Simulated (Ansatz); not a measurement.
# H4SSi2: the cost of one run

Program: the Python package of Ansatz 0.2.0. Level of theory: PBE0/cc-pVDZ. These are calculated values, not measurements.

## 1. Starting point

Bond lengths: Si1–Si2 2.200 Å, Si1–S3 2.052 Å, Si2–S3 2.149 Å, Si1–H4 1.450 Å, Si1–H5 1.516 Å, Si2–H6 1.489 Å, Si2–H7 1.513 Å. Angles: Si1–Si2–S3 56.3°, Si1–Si2–H6 120.9°, Si1–Si2–H7 120.5°, S3–Si2–H6 110.5°, S3–Si2–H7 110.1°, H6–Si2–H7 117.8°, Si2–Si1–S3 60.6°, Si2–Si1–H4 119.2°, Si2–Si1–H5 121.5°, S3–Si1–H4 110.5°, S3–Si1–H5 112.1°, H4–Si1–H5 117.0°, Si1–S3–Si2 63.1°.

No structure file is read: the coordinates are typed or built in the script.

## 2. The script

dimer.py reads:

```python
import ansatz

FIRST = [
    ("Si", (-0.8773, -0.1618, -0.6504)),
    ("Si", (0.7797, 0.4797, 0.6464)),
    ("S", (0.4305, -1.5635, 0.0812)),
    ("H", (-2.1951, -0.3472, -0.0747)),
    ("H", (-0.796, -0.0367, -2.1592)),
    ("H", (0.5802, 0.6573, 2.1108)),
    ("H", (2.0783, 0.972, 0.0456)),
]
SECOND = [
    ("Si", (-0.1289, -5.4415, -0.0056)),
    ("Si", (-1.6116, -4.8477, 1.5069)),
    ("S", (-1.8561, -4.507, -0.6003)),
    ("H", (1.0186, -4.588, -0.2445)),
    ("H", (-0.0454, -6.8668, -0.5157)),
    ("H", (-1.4872, -3.5545, 2.2335)),
    ("H", (-2.6455, -5.8373, 1.9983)),
]

def energy(atoms, ghosts=()):
    molecule = ansatz.Crystal.molecule()
    for symbol, xyz in atoms:
        molecule = molecule.atom(symbol, xyz)
    calc = (
        molecule.calculation()
        .basis(gaussian="cc-pVDZ")
        .functional("PBE0")
    )
    deck = calc.input()
    if ghosts:
        deck = deck.set(ansatz.key.basis.gaussian.ghost_atoms, [{"symbol": s, "position_ang": list(xyz)} for s, xyz in ghosts])
    return ansatz.Session.from_dict(deck).plan().execute().report["free_energy_ev"]

both = energy(FIRST + SECOND)
alone = energy(FIRST) + energy(SECOND)
ghosted = energy(FIRST, SECOND) + energy(SECOND, FIRST)
print(f"dimer {both:.6f} eV")
print(f"interaction, uncorrected   {23.060548 * (both - alone):8.3f} kcal/mol")
print(f"interaction, counterpoise  {23.060548 * (both - ghosted):8.3f} kcal/mol")
print(f"basis-set superposition    {23.060548 * (alone - ghosted):8.3f} kcal/mol")
```

## 3. What the engine is handed

The package turns the script's settings into the engine's input (first run):

```yaml
crystal:
  periodic: [false, false, false]
  atoms:
    - { symbol: Si, position_ang: [-0.8773, -0.1618, -0.6504] }
    - { symbol: Si, position_ang: [0.7797, 0.4797, 0.6464] }
    - { symbol: S, position_ang: [0.4305, -1.5635, 0.0812] }
    - { symbol: H, position_ang: [-2.1951, -0.3472, -0.0747] }
    - { symbol: H, position_ang: [-0.796, -0.0367, -2.1592] }
    - { symbol: H, position_ang: [0.5802, 0.6573, 2.1108] }
    - { symbol: H, position_ang: [2.0783, 0.972, 0.0456] }
    - { symbol: Si, position_ang: [-0.1289, -5.4415, -0.0056] }
    - { symbol: Si, position_ang: [-1.6116, -4.8477, 1.5069] }
    - { symbol: S, position_ang: [-1.8561, -4.507, -0.6003] }
    - { symbol: H, position_ang: [1.0186, -4.588, -0.2445] }
    - { symbol: H, position_ang: [-0.0454, -6.8668, -0.5157] }
    - { symbol: H, position_ang: [-1.4872, -3.5545, 2.2335] }
    - { symbol: H, position_ang: [-2.6455, -5.8373, 1.9983] }
basis:
  gaussian:
    orbitals: cc-pVDZ
hamiltonian:
  xc: pbe0
```

## 4. Launch

Launch:

```bash
$ python dimer.py
```

Q: Estimate wall time and peak memory on 1 thread of Arm Neoverse V1, shared host.

About 28 s, with a peak of 0.48 GiB.
